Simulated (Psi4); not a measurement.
# C2F3N (SMILES N#CC(F)(F)F) at PBE/cc-pVDZ

What is the energy change on altering one bond length of C2F3N at PBE/cc-pVDZ? 

The calculation is run with Psi4 1.11.

3 further runs of the same task are left out: 3 that didn't finish.

## 1. Starting point

C2F3N has 6 atoms, charge 0, and is taken as a singlet. As SMILES, `N#CC(F)(F)F`. The coordinates come from a PBE0-D4/def2-TZVP relaxation.

Bond lengths: N1–C2 1.146 Å, C2–C3 1.481 Å, C3–F4 1.326 Å, C3–F5 1.326 Å, C3–F6 1.326 Å. Angles: N1–C2–C3 180.0°, C2–C3–F4 110.1°, C2–C3–F5 110.1°, C2–C3–F6 110.1°, F4–C3–F5 108.8°, F4–C3–F6 108.8°, F5–C3–F6 108.8°.

## 2. Energy and forces at PBE/cc-pVDZ

job.json

```json
{
  "schema_name": "qcschema_input",
  "schema_version": 1,
  "molecule": {
    "schema_name": "qcschema_molecule",
    "schema_version": 2,
    "symbols": ["N", "C", "C", "F", "F", "F"],
    "geometry": [1.93148907, -3.22217202, 1.68847029, 0.91878484, -1.531812, 0.78952757, -0.39003947, 0.65308935, -0.37265399, -2.48687958, -0.10544672, -1.51612727, 1.09887574, 1.75177612, -2.06263607, -0.99248416, 2.33343382, 1.38630309],
    "molecular_charge": 0,
    "molecular_multiplicity": 1,
    "fix_symmetry": "c1"
  },
  "driver": "gradient",
  "model": {
    "method": "pbe",
    "basis": "cc-pVDZ"
  },
  "keywords": {
    "puream": true,
    "e_convergence": 1e-09,
    "d_convergence": 1e-08,
    "scf_type": "pk",
    "dft_radial_points": 99,
    "dft_spherical_points": 590,
    "scf_properties": ["LOWDIN_CHARGES", "MULLIKEN_CHARGES", "MAYER_INDICES"]
  }
}
```

Started as:

```bash
$ psi4 --qcschema job.json -n 1 --memory 1600MB
```

stdout:

```text
[...]
  Running in c1 symmetry.
[...]
  Nuclear repulsion =  232.270648729480911
[...]
  Multiplicity = 1
[...]
  Nalpha       = 23
  Nbeta        = 23
[...]
    Number of basis functions: 84
[...]
   @RKS iter   1:  -429.88022597978335   -9.97282e-02   7.37400e-03 ADIIS/DIIS
[...]
   @RKS iter  12:  -430.05211761146757   -3.86535e-12   9.20288e-09 DIIS
[...]
    Orbital Energies [Eh]
    ---------------------
    Doubly Occupied:
       1A    -24.339036     2A    -24.339004     3A    -24.338988
       4A    -14.040499     5A    -10.185636     6A     -9.969352
       7A     -1.256175     8A     -1.164498     9A     -1.164475
      10A     -0.870293    11A     -0.712965    12A     -0.604467
      13A     -0.569579    14A     -0.569572    15A     -0.434432
      16A     -0.434423    17A     -0.402733    18A     -0.402724
      19A     -0.400657    20A     -0.373009    21A     -0.341769
      22A     -0.341767    23A     -0.341478
[...]
  @RKS Final Energy:  -430.05211761146757
   => Energetics <=
    Nuclear Repulsion Energy =            232.2706487294809108
    One-Electron Energy =               -1054.7069496133472057
    Two-Electron Energy =                 441.0646091039213843
    DFT Exchange-Correlation Energy =     -48.6804258315225766
    Empirical Dispersion Energy =           0.0000000000000000
    VV10 Nonlocal Energy =                  0.0000000000000000
    Total Energy =                       -430.0521176114675654
[...]
 Multipole Moments:
 ------------------------------------------------------------------------------------
     Multipole            Electronic (a.u.)      Nuclear  (a.u.)        Total (a.u.)
 ------------------------------------------------------------------------------------
 L = 1.  Multiply by 2.5417464519 to convert [e a0] to [Debye]
 Dipole X            :         -1.2626497            0.9986296           -0.2640200
 Dipole Y            :          2.1076470           -1.6670183            0.4406287
 Dipole Z            :         -1.1210990            0.8866248           -0.2344742
 Magnitude           :                                                    0.5646578
[...]
  Mulliken Charges: (a.u.)
   Center  Symbol    Alpha    Beta     Spin     Total
       1     N     3.53253  3.53253  0.00000 -0.06507
       2     C     3.05062  3.05062  0.00000 -0.10124
       3     C     2.77498  2.77498  0.00000  0.45004
       4     F     4.54727  4.54727  0.00000 -0.09454
       5     F     4.54729  4.54729  0.00000 -0.09457
       6     F     4.54731  4.54731  0.00000 -0.09462
   Total alpha = 23.00000, Total beta = 23.00000, Total charge =  0.00000
  Lowdin Charges: (a.u.)
   Center  Symbol    Alpha    Beta     Spin     Total
[...]
  -Total Gradient:
     Atom            X                  Y                   Z
    ------   -----------------  -----------------  -----------------
       1       -0.028633631747     0.047796996450    -0.025421297286
       2        0.025497544588    -0.042566679623     0.022643488593
       3       -0.006812989772     0.011349256194    -0.006081710821
       4        0.019000045284     0.007719654734     0.010227653134
       5       -0.014189592904    -0.009477281210     0.015258392642
       6        0.005132418319    -0.014841475417    -0.016619193182
[...]
```

The result, in JSON:

```text
{
 "driver": "gradient",
 "model": {
  "method": "pbe",
  "basis": "cc-pVDZ"
 },
 "success": true,
 "return_result": [-0.02863363174690664, 0.04779699645032698, -0.025421297286351452, 0.02549754458841219, -0.04256667962254357, 0.022643488593392602, -0.006812989771711825, 0.011349256193886437, -0.006081710821044611, 0.01900004528430188, 0.007719654733589265, 0.010227653133664666, -0.014189592903531056, -0.009477281209815808, 0.01525839264169443, 0.005132418318967991, -0.014841475416969618, -0.016619193181920455],
 "properties": {
  "calcinfo_nbasis": 84,
  "calcinfo_nmo": 84,
  "calcinfo_nalpha": 23,
  "calcinfo_nbeta": 23,
  "calcinfo_natom": 6,
  "nuclear_repulsion_energy": 232.2706487294809,
  "return_energy": -430.05211761146757,
  "return_gradient": [-0.02863363174690664, 0.04779699645032698, -0.025421297286351452, 0.02549754458841219, -0.04256667962254357, 0.022643488593392602, -0.006812989771711825, 0.011349256193886437, -0.006081710821044611, 0.01900004528430188, 0.007719654733589265, 0.010227653133664666, -0.014189592903531056, -0.009477281209815808, 0.01525839264169443, 0.005132418318967991, -0.014841475416969618, -0.016619193181920455],
  "scf_one_electron_energy": -1054.7069496133472,
  "scf_two_electron_energy": 441.0646091039214,
  "scf_xc_energy": -48.68042583152258,
  "scf_dipole_moment": [-0.26402001877301196, 0.4406287092021839, -0.2344742250420957],
  "scf_total_energy": -430.05211761146757,
  "scf_total_gradient": [-0.02863363174690664, 0.04779699645032698, -0.025421297286351452, 0.02549754458841219, -0.04256667962254357, 0.022643488593392602, -0.006812989771711825, 0.011349256193886437, -0.006081710821044611, 0.01900004528430188, 0.007719654733589265, 0.010227653133664666, -0.014189592903531056, -0.009477281209815808, 0.01525839264169443, 0.005132418318967991, -0.014841475416969618, -0.016619193181920455],
  "scf_iterations": 12
 }
}
```

Wall time 20 s (1 thread of Intel Xeon Platinum 8488C (Sapphire Rapids), shared host); peak memory 1 GiB.

## 3. The distorted shape: the energy at PBE/cc-pVDZ

c2f3n.in

```
memory 1.6 GB

molecule m {
  0 1
  N      0.391786    -2.170216     1.608934
  C     -0.144114    -1.275716     1.133234
  C     -0.836714    -0.119516     0.518234
  F     -1.946314    -0.520916    -0.086866
  F      0.581500     0.927000    -1.091500
  F     -1.155514     0.769684     1.449034
  units angstrom
  symmetry c1
  no_reorient
  no_com
}

set {
  reference            rks
  puream               true
  e_convergence        1e-09
  d_convergence        1e-08
  scf_type             pk
  dft_radial_points    99
  dft_spherical_points 590
}

e_tot, wfn = energy('pbe/cc-pVDZ', return_wfn=True)
oeprop(wfn, 'MAYER_INDICES', 'WIBERG_LOWDIN_INDICES', 'LOWDIN_CHARGES')
```

Started as:

```bash
$ psi4 -i c2f3n.in -o c2f3n.out -n 1
```

c2f3n.out:

```text
[...]
  Running in c1 symmetry.
[...]
  Nuclear repulsion =  205.327189441343876
[...]
  Multiplicity = 1
[...]
  Nalpha       = 23
  Nbeta        = 23
[...]
    Number of basis functions: 84
[...]
   @RKS iter   1:  -429.56542121309644   -2.61543e-01   9.75513e-03 ADIIS/DIIS
[...]
   @RKS iter  17:  -429.90666329016551   -2.95586e-12   1.69489e-09 DIIS
[...]
    Orbital Energies [Eh]
    ---------------------
    Doubly Occupied:
       1A    -24.398188     2A    -24.398149     3A    -24.213717
       4A    -14.074075     5A    -10.203795     6A    -10.008044
       7A     -1.272450     8A     -1.209236     9A     -0.955690
      10A     -0.902158    11A     -0.743345    12A     -0.620698
      13A     -0.595107    14A     -0.537461    15A     -0.459248
      16A     -0.457064    17A     -0.435662    18A     -0.382602
      19A     -0.372875    20A     -0.371149    21A     -0.310471
      22A     -0.257387    23A     -0.257265
[...]
  @RKS Final Energy:  -429.90666329016551
   => Energetics <=
    Nuclear Repulsion Energy =            205.3271894413438758
    One-Electron Energy =               -1000.9985025521807529
    Two-Electron Energy =                 414.2168704660937806
    DFT Exchange-Correlation Energy =     -48.4522206454224431
    Empirical Dispersion Energy =           0.0000000000000000
    VV10 Nonlocal Energy =                  0.0000000000000000
    Total Energy =                       -429.9066632901655112
[...]
 Multipole Moments:
 ------------------------------------------------------------------------------------
     Multipole            Electronic (a.u.)      Nuclear  (a.u.)        Total (a.u.)
 ------------------------------------------------------------------------------------
 L = 1.  Multiply by 2.5417464519 to convert [e a0] to [Debye]
 Dipole X            :         47.8343289          -48.8029671           -0.9686382
 Dipole Y            :         24.3170918          -24.5305197           -0.2134279
 Dipole Z            :        -43.9334538           44.6114412            0.6779874
 Magnitude           :                                                    1.2014485
[...]
```

It took 14 s on 1 thread of Intel Xeon Platinum 8488C (Sapphire Rapids), shared host; peak memory 0.96 GiB.

## 4. Summary of results

At PBE/cc-pVDZ:

| quantity | value |
| --- | --- |
| first shape: total energy | -430.05212 Eh |
| first shape: dipole moment | 1.44 D |
| first shape: HOMO energy | -9.29 eV |
| first shape: LUMO energy | -1.50 eV |
| first shape: HOMO–LUMO gap | 7.79 eV |
| first shape: largest force on an atom | 3.149 eV/Å |
| distorted shape: total energy | -429.90666 Eh |
| distorted shape: dipole moment | 3.05 D |
| distorted shape: HOMO energy | -7.00 eV |
| distorted shape: LUMO energy | -6.12 eV |
| distorted shape: HOMO–LUMO gap | 0.89 eV |
| energy change with the C3–F5 bond stretched from 1.326 to 2.387 Å | 3.958 eV |

In words: One bond (distorted shape) is far stretched, which a spin-restricted single reference describes badly; a broken-symmetry solution may lie lower. With the C3–F5 bond stretched from 1.326 to 2.387 Å the energy rises by 3.96 eV (91 kcal/mol). The first shape isn't relaxed at this level, so the change isn't measured from a minimum. A restricted reference can't describe the breaking bond well at this length. The largest force (first shape) is 3.15 eV/Å: the shape isn't a stationary point for this species at this level. Mulliken charges (first shape) run from -0.10 on C2 to +0.45 on C3.
